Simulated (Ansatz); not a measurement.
Results of PBEsol-D3(BJ) (Ansatz, a program for electronic structure, PAW) for 1T (CdI2-type) SnSe2.

Settings: plane-wave cutoff 520 eV, 12×12×6 k mesh (along the axes of the cell as run), Fermi–Dirac smearing 0.01 eV, scalar-relativistic PAW data made under PBE.

Computed at the level's own relaxed cell.

Question: Estimate the volume per atom, band gap, bulk modulus B0, equilibrium lattice constant a and smallest direct gap on the k points sampled that the calculation returns.

Answer: 
volume per atom: 23.90 Å³/atom
band gap: 0.05 eV
bulk modulus B0: 39.0 GPa
equilibrium lattice constant a: 3.790 Å
smallest direct gap on the k points sampled: 0.71 eV

Measured, for comparison: band gap 0.98 eV (temperature not stated, no zero-point or thermal correction, indirect, our sources range from 0.98 to 1.06; as tabulated in Gonzalez and Oleynik (2016), arXiv:1609.04381).

Note: the bulk modulus comes from volumes at which shape and atoms were relaxed.

Spin–orbit coupling is not included; it can close the smallest gap of 0.05 eV.

Computed values are for the static lattice.

Computing time: roughly 10 core-minutes.
